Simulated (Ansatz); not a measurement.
System: GaS (P6₃/mmc, No. 194). Method: PBEsol in Ansatz (PAW).

Numerical settings: plane-wave cutoff 500 eV, 12×12×4 k mesh (along the axes of the cell as run), gaussian smearing 0.02 eV, scalar-relativistic PAW data made under PBE.

Computed at the level's own relaxed cell.

Q: What does this level give for the equilibrium volume per atom, lattice constant a and lattice parameter c?

A: 
- equilibrium volume per atom: 22.08 Å³/atom
- lattice constant a: 3.568 Å
- lattice parameter c: 16.022 Å

Note: the cell comes from a level without a dispersion term, which matters for the spacing of layers, chains or molecules; the cell has widely spaced layers and the level no dispersion term, so their spacing and the moduli can rest on weak binding.

Static lattice: no zero-point or thermal effects.

Computing time: very roughly 5 core-minutes.

Ansatz is a program for electronic structure.
